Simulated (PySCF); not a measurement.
## How methods differ on the ionisation energy of Li

Li [He] 2s1 (2S) → Li⁺ 1s2 (1S), as a difference of total energies. Calculation: PySCF 2.14, in x2c-TZVPPall with one added diffuse shell each of s, p type (6s4p1d, 23 functions); the spin-free X2C one-electron Hamiltonian (Gaussian nucleus). Correlated levels: valence and next inner shell: nothing frozen. The calculations carry no spin-orbit coupling.

```tsv
method	ionisation energy (eV)	error (eV)
UHF	5.342	-0.050
LDA	5.472	+0.080
PBE	5.587	+0.195
PBE0	5.569	+0.177
r2SCAN	5.388	-0.004
PBEsol	5.470	+0.078
BLYP	5.530	+0.138
wB97M-V	5.356	-0.036
MP2 (valence and next inner shell)	5.369	-0.023
SCS-MP2 (valence and next inner shell)	5.366	-0.026
```

Reference: 5.392 eV (measured; NIST Atomic Spectra Database, ionization energies).

Errors of the correlated levels include the incompleteness of this basis.
